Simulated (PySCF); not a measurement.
# SVWN5/STO-6G run of BH3Cl− (SMILES [BH3-]Cl)

What is the energy change on altering one bond length of BH3Cl− at SVWN5/STO-6G? Input form: a Python script.

The results are computed with PySCF 2.14.0.

9 further runs of the same task are left out: 1 that didn't finish, 8 set aside as unsound or not needed.

### 1 The structure to begin with

BH3Cl− has 5 atoms, charge -1, and is taken as a singlet. As SMILES, `[BH3-]Cl`. The coordinates come from a GFN2-xTB relaxation.

Bond lengths: B1–Cl2 1.873 Å, B1–H3 1.208 Å, B1–H4 1.208 Å, B1–H5 1.208 Å. Angles: Cl2–B1–H3 106.7°, Cl2–B1–H4 106.7°, Cl2–B1–H5 106.7°, H3–B1–H4 112.0°, H3–B1–H5 112.2°, H4–B1–H5 112.1°.

### 2 A single-point energy at SVWN5/STO-6G

Input file calc.py:

```python
# [BH3-]Cl
from pyscf import gto, dft

molecule = gto.M(
    atom='''
B        0.082390      -0.047870       0.135930
Cl      -0.845860       0.496450      -1.396970
H        1.223080      -0.254620      -0.203070
H       -0.460100      -1.051350       0.532730
H        0.000500       0.857390       0.931390
''',
    verbose=4,
    basis='sto-6g',
    charge=-1,
    spin=0,
    max_memory=1860,
)

mf = dft.RKS(molecule)
mf.xc = 'svwn'
mf.grids.level = 5
mf.conv_tol = 1e-10
mf.kernel()
if not mf.converged:
    mf = mf.newton().run(mf.mo_coeff, mf.mo_occ)

energy = mf.e_tot
print(f'total energy: {energy:.8f} hartree')
```

The run is started by

```
$ OMP_NUM_THREADS=1 python calc.py
```

The program printed:

```text
PySCF version 2.14.0

[INPUT] num. atoms = 5
[INPUT] num. electrons = 26
[INPUT] charge = -1
[INPUT] spin (= nelec alpha-beta = 2S) = 0
[INPUT] symmetry False subgroup None
[INPUT] Mole.unit = angstrom
[INPUT] Symbol           X                Y                Z      unit          X                Y                Z       unit  Magmom
[INPUT]  1 B      0.082390000000  -0.047870000000   0.135930000000 AA    0.155694535403  -0.090461189583   0.256870472112 Bohr   0.0
[INPUT]  2 Cl    -0.845860000000   0.496450000000  -1.396970000000 AA   -1.598443739725   0.938154534540  -2.639890704234 Bohr   0.0
[INPUT]  3 H      1.223080000000  -0.254620000000  -0.203070000000 AA    2.311286228433  -0.481162065837  -0.383746684115 Bohr   0.0
[INPUT]  4 H     -0.460100000000  -1.051350000000   0.532730000000 AA   -0.869462989912  -1.986763561061   1.006713798340 Bohr   0.0
[INPUT]  5 H      0.000500000000   0.857390000000   0.931390000000 AA    0.000944863062   1.620232281941   1.760072015159 Bohr   0.0

nuclear repulsion = 42.1597479533802
number of shells = 11
number of NR pGTOs = 102
number of NR cGTOs = 17
basis = sto-6g
ecp = {}

******** <class 'pyscf.dft.rks.RKS'> ********
method = RKS
initial guess = minao
damping factor = 0
level_shift factor = 0
DIIS = <class 'pyscf.scf.diis.CDIIS'>
diis_start_cycle = 1
diis_space = 8
diis_damp = 0
SCF conv_tol = 1e-10
SCF conv_tol_grad = None
SCF max_cycles = 50
direct_scf = True
direct_scf_tol = 1e-13
XC library pyscf.dft.libxc version 7.0.0
    S. Lehtola, C. Steigemann, M. J.T. Oliveira, and M. A.L. Marques.,  SoftwareX 7, 1–5 (2018)
XC functionals = svwn
    P. A. M. Dirac.,  Math. Proc. Cambridge Philos. Soc. 26, 376 (1930)
    F. Bloch.,  Z. Phys. 57, 545 (1929)
    S. H. Vosko, L. Wilk, and M. Nusair.,  Can. J. Phys. 58, 1200 (1980)
radial grids:
    Treutler-Ahlrichs [JCP 102, 346 (1995); DOI:10.1063/1.469408] (M4) radial grids

becke partition: Becke, JCP 88, 2547 (1988); DOI:10.1063/1.454033
pruning grids: <function nwchem_prune>
grids dens level: 5
symmetrized grids: False
atomic radii adjust function: <function treutler_atomic_radii_adjust>
small_rho_cutoff = 0
Set gradient conv threshold to 1e-05
Initial guess from minao.
tot grids = 156832
init E= -482.984844523929
  HOMO = -0.304836294303087  LUMO = 0.0926783400995772  gap/eV = 10.81692
cycle= 1 E= -483.3170423728  delta_E= -0.332  |g|= 0.138  |ddm|= 2.33
  HOMO = 0.135164288995137  LUMO = 0.530551374895456  gap/eV = 10.75903
cycle= 2 E= -483.322552355024  delta_E= -0.00551  |g|= 0.088  |ddm|= 0.43
  HOMO = 0.118974621685526  LUMO = 0.506554303027973  gap/eV = 10.54658
cycle= 3 E= -483.325513919428  delta_E= -0.00296  |g|= 0.0161  |ddm|= 0.158
  HOMO = 0.117252615903787  LUMO = 0.509019574633268  gap/eV = 10.66052
cycle= 4 E= -483.325617513395  delta_E= -0.000104  |g|= 0.00183  |ddm|= 0.0318
  HOMO = 0.117490596175117  LUMO = 0.508816181677809  gap/eV = 10.64851
cycle= 5 E= -483.325619106772  delta_E= -1.59e-06  |g|= 3.89e-05  |ddm|= 0.00381
  HOMO = 0.117483869311169  LUMO = 0.508808093078034  gap/eV = 10.64847
cycle= 6 E= -483.325619107625  delta_E= -8.53e-10  |g|= 1e-06  |ddm|= 8.13e-05
  HOMO = 0.117483984422885  LUMO = 0.508808266625152  gap/eV = 10.64848
cycle= 7 E= -483.325619107625  delta_E= -4.55e-13  |g|= 6.41e-08  |ddm|= 2.53e-06
  HOMO = 0.117483988126365  LUMO = 0.508808249766208  gap/eV = 10.64848
Extra cycle  E= -483.325619107625  delta_E= 3.41e-13  |g|= 3.01e-08  |ddm|= 2.13e-07
converged SCF energy = -483.325619107625
total energy: -483.32561911 hartree
```

It took 2.1 s on 1 thread of Arm Neoverse V1, shared host; peak memory 0.14 GiB.

### 3 The distorted shape, same level

Input file input.py:

```python
from pyscf import gto, dft

mol = gto.M(
    atom='''
B      0.279498    -1.459056    -0.945725
Cl    -1.474640    -0.430440    -3.842486
H      2.435090    -1.849757    -1.586342
H     -0.745659    -3.355358    -0.195881
H      0.000945     1.620232     1.760072
''',
    basis='sto-6g',
    verbose=3,
    unit='bohr',
    charge=-1,
    max_memory=1860,
)

calc0 = dft.RKS(mol)
calc0.xc = 'svwn'
calc0.grids.level = 5
calc0.conv_tol = 1e-10
calc0.kernel()
if not calc0.converged:
    calc0 = calc0.newton().run(calc0.mo_coeff, calc0.mo_occ)

e_tot = calc0.e_tot
print('E(%s) = %.9f' % ('SVWN5', e_tot))
```

The run is started by

```
$ OMP_NUM_THREADS=1 python input.py
```

The program printed:

```text
converged SCF energy = -483.17743540685
E(SVWN5) = -483.177435407
```

Run time: 2.1 s. Hardware: 1 thread of Arm Neoverse V1, shared host; peak memory 0.14 GiB.

### 4 What came out

Level: SVWN5/STO-6G.

| quantity | value |
| --- | --- |
| first shape: total energy | -483.32562 Eh |
| first shape: HOMO energy | 3.20 eV |
| first shape: LUMO energy | 13.85 eV |
| first shape: HOMO–LUMO gap (to an unbound level, set by the basis) | 10.65 eV |
| distorted shape: total energy | -483.17744 Eh |
| distorted shape: HOMO energy | 4.28 eV |
| distorted shape: LUMO energy | 9.14 eV |
| distorted shape: HOMO–LUMO gap (to an unbound level, set by the basis) | 4.86 eV |
| energy change with the B1–H5 bond stretched from 1.208 to 2.174 Å | 4.032 eV |

What this shows: With the B1–H5 bond stretched from 1.208 to 2.174 Å the energy rises by 4.03 eV (93 kcal/mol). The first shape isn't relaxed at this level, so the change isn't measured from a minimum. The minimal basis adds a large error of its own. Mulliken charges (first shape) run from -0.46 on Cl2 to -0.12 on H3. The HOMO (first shape) lies at positive energy, 3.20 eV, as semi-local functionals often give for anions; only total energies tell whether the electron is bound. Mulliken charges (distorted shape) run from -0.41 on Cl2 to -0.09 on B1; they depend strongly on the basis. The HOMO (distorted shape) lies at positive energy, 4.28 eV, as semi-local functionals often give for anions; only total energies tell whether the electron is bound.
